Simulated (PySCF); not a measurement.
All values below come from PBE-D3(BJ)/def2-TZVP // B3LYP-D3(BJ)/def2-TZVP in PySCF. Gas-phase values, no solvent. 

Reference species (SMILES): `[SH]` (neutral, multiplicity 2).

```
Quantity        Value
-------------  ------
dipole moment  0.87 D
```

Changed species: `I[SiH2]` (radical fragment; the reference has radical fragment).

Problem. Give the shifts of the dipole moment.

Solution. the dipole moment falls by 0.10 D, to 0.77 D.
